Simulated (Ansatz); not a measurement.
# SiH₂S₂: basis-set convergence

One table from this session's results is given with a row withheld; the runs are named, their logs left out.

Computed with Ansatz 0.2.0, Gaussian basis. Level: one geometry, several basis sets.

Levels to be run: PBE0-D4/def2-SVP; ωB97M-V/def2-SVP; PBE0-D4/def2-QZVPP; ωB97M-V/def2-QZVPP; the functionals' def2-TZVPP values are taken from earlier runs.

### The geometry

The geometry comes from an earlier relaxation with PBE0-D4 in a triple-zeta def2 set; it is a stationary point.

SMILES `[SiH2]1SS1`, 5 atoms, charge 0, spin multiplicity 1.

Atoms are counted from 1 here; the program's logs count them from 0.

Bond lengths: Si1–S2 2.095 Å, Si1–S3 2.095 Å, Si1–H4 1.477 Å, Si1–H5 1.477 Å, S2–S3 2.151 Å. Angles: S2–Si1–S3 61.8°, S2–Si1–H4 118.1°, S2–Si1–H5 118.1°, S3–Si1–H4 118.1°, S3–Si1–H5 118.1°, H4–Si1–H5 113.5°, Si1–S2–S3 59.1°, Si1–S3–S2 59.1°.

Set-up of the first run:

File in.yaml:

```yaml
crystal:
  periodic: [false, false, false]
  atoms:
    - {symbol: Si, position_ang: [-0.240247, 0.214394, -0.210251]}
    - {symbol: S, position_ang: [1.730736, -0.309945, 0.266533]}
    - {symbol: S, position_ang: [0.066736, -1.347206, 1.151438]}
    - {symbol: H, position_ang: [-0.743894, -0.126035, -1.556382]}
    - {symbol: H, position_ang: [-0.763429, 1.495092, 0.307161]}
basis:
  gaussian: {orbitals: def2-SVP}
hamiltonian: {xc: pbe0, dispersion: d4}
output: {orbitals: {seedname: orbitals}}
```

Started as:

```
> ansatz run in.yaml --threads 2 --pin off --events-out ev --progress --plain --max-ram 4352MiB
```

Among the steps run: PBE0-D4 in def2-SVP; ωB97M-V in def2-SVP; PBE0-D4 in def2-QZVPP; ωB97M-V in def2-QZVPP.

One of the session's tables, all rows but one given; the rest of the session is left out.

It belongs to the step «Functionals by basis». 

```
functional       basis  HOMO (eV)
   PBE0-D4    def2-SVP      -6.37
   PBE0-D4  def2-TZVPP      -6.45
   PBE0-D4  def2-QZVPP      -6.48
   ωB97M-V    def2-SVP      -8.47
   ωB97M-V  def2-TZVPP          ?
   ωB97M-V  def2-QZVPP      -8.61
```

**Question.** Estimate the row for ωB97M-V, def2-TZVPP.

**Answer.** HOMO (eV): -8.57. In the column «HOMO (eV)» it lies between ωB97M-V, def2-QZVPP (-8.61) and ωB97M-V, def2-SVP (-8.47).
